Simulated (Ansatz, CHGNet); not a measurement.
**Rock-salt TiC: properties by level of theory**

Reference values: lattice constant a 4.33 Å (measured, temperature not stated, not corrected to a static lattice; as tabulated in Zhang et al. (2018), doi:10.1088/1367-2630/aac7f0); formation enthalpy -0.956 ± 0.02 eV/atom (measured, 298 K, copied from a table, unchecked, no zero-point or thermal correction; as tabulated in Wang et al. (2021), doi:10.1038/s41598-021-94550-5).

```csv
level (code),lattice constant a (Å),formation enthalpy (eV/atom)
CHGNet-r²SCAN,4.331,-1.016
rVV10 (Ansatz),4.356,-0.796
r²SCAN+rVV10 (Ansatz),4.321,-1.022
```

Differences from the reference values (errors of the level alone only where the reference is corrected to a static lattice):

```csv
level,lattice constant a (%),formation enthalpy (eV/atom)
CHGNet-r²SCAN,+0.02,-0.060
rVV10,+0.60,+0.160
r²SCAN+rVV10,-0.21,-0.066
```

Nearest: lattice constant a, not ranked (reference at room or unstated temperature); formation enthalpy, CHGNet-r²SCAN or r²SCAN+rVV10.

Machine-learned potentials (CHGNet-r²SCAN) are trained on DFT data: a solid inside that data is no test of them.

Ansatz's density-functional and Hartree–Fock values are scalar-relativistic unless marked +SOC, with PAW data made under PBE.

Differences are worked out from the printed values.

Static lattice: no zero-point or thermal effects.

Ansatz is an electronic-structure program.
